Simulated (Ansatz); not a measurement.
We consider hcp Cd, described by rVV10 (plane waves, PAW; Ansatz, an electronic-structure program).

Output (set-up and result lines):

```
Crystal: 2 atoms, lattice volume = 46.210 Å³
Basis set: ecut = 520 eV, 1257 PW (Γ), exchange–correlation on 48×48×90 points (8 copies of the dense FFT grid, shifted against one another)
Bands: 24, of which v1, the nominal top of the filled ones, is band 20 counted from 1 (19 counted from 0)
Symmetry: 24 space group operations
Space group: P63/mmc (ITA 194), of the structure as read, at distance tolerance 3.6e-5 Å
k-points: 366 of 5760
Functional: x = rpw86, c = pbe(β = 0.06672455060314922) + rvv10(b = 6.3, C = 0.0093)
SCF iter   1: F=—  HF=-16594.016789 eV  |F-HF|=—  |Δ(HF+E_count)|=         —  Δρ=8.34e-3  dr2=1.95e-2
SCF iter   2: F=—  HF=-16594.010523 eV  |F-HF|=—  |Δ(HF+E_count)|=   6.27e-3  Δρ=1.88e-3  dr2=1.06e-3
  ...
SCF iter   7: F=—  HF=-16594.010623 eV  |F-HF|=—  |Δ(HF+E_count)|=   7.86e-8  Δρ=1.90e-6  dr2=1.73e-9
SCF iter   8: F=-16594.010623 eV  HF=-16594.010623 eV  |F-HF|=1.49e-10  |Δ(HF+E_count)|=   1.06e-9  Δρ=5.19e-7  dr2=1.07e-10
SCF 1 converged in 8 iterations: F = -16594.010623 eV  dr2 = 1.07e-10
SCF converged after 8 iterations
Free energy (F): -16594.010623 eV
Internal energy: -16594.005926 eV  (E = F + TS)
E sigma→0 (E₀):  -16594.008275 eV
Fermi energy:    13.474024 eV
--- Forces (eV/Å), atoms counted from 1 ---
  atom   1  Cd     0.00000000     0.00000000     0.00000000
  atom   2  Cd    -0.00000000    -0.00000000     0.00000000
--- Stress (GPa, compression-positive) ---
       -0.001030      -0.000000       0.000000
       -0.000000      -0.001030       0.000000
        0.000000       0.000000       0.002295
  P = ⅓ Tr σ = 0.0001 GPa (0.001 kbar)
```

Question: Write an input file that could have produced this run (the log leaves some choices open).

Answer: One answer among several that fit: 
Ansatz 0.2 input:
```yaml
crystal:
  lattice:
    - [1.5194418586, -2.6317504983, 0.0]
    - [1.5194418586, 2.6317504983, 0.0]
    - [0.0, 0.0, 5.778035986]
  atoms:
    - { symbol: Cd, position: [0.3333333333, 0.6666666667, 0.25] }
    - { symbol: Cd, position: [0.6666666667, 0.3333333333, 0.75] }
basis:
  ecutwfc: 520
  ecutrho_ratio: 4
  xc_grid: 2
kpoints:
  mp_grid: { grid: [24, 24, 10] }
hamiltonian:
  xc: { exchange: rpw86, correlation: pbe }
  dispersion: rvv10
  pseudopotentials: { kind: paw }
scf:
  occupations: { method: fermi_dirac, width: 0.05 }
  convergence: { dr2_threshold: 0.0000000002 }
output:
  forces: true
  stress: true
  eigenvalues: true
```

The PAW data were made under PBE.

Computing time: roughly 26 core-seconds.
